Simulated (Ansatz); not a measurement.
```yaml
atoms:
  - { symbol: B, position_ang: [0.0000, 0.0000, 0.0000] }
  - { symbol: O, position_ang: [0.0000, 0.0000, 1.2050] }
```

Basis set: def2-SVP (spherical functions). Frozen core: 2 orbitals. Correlation on ROHF uses semicanonical orbitals with singles. Charge 0, multiplicity 2.

Computed with Ansatz (development build ahead of 0.2.0); each method stands on the lowest determinant of its kind that the runs found.

Question: Give the vertical ionization energy (product with multiplicity 1 at the same shape, open shells in the same class of orbitals) of doublet BO by ROHF-CCSD(T), ROHF-MP2, UHF-MP2, ROHF, UHF.

Answer:

```csv
method,ionization energy
ROHF-CCSD(T),12.80 eV
ROHF-MP2,12.70 eV
UHF-MP2,14.02 eV
ROHF,13.22 eV
UHF,11.96 eV
```

Caution for ROHF-CCSD(T), ROHF-MP2, ROHF: an unrestricted determinant lies well below. Caution for UHF-MP2: a plain start can end on a higher determinant; another reference gives a lower total. Caution for UHF-MP2, UHF: the unrestricted determinant is a mixture of spin states.
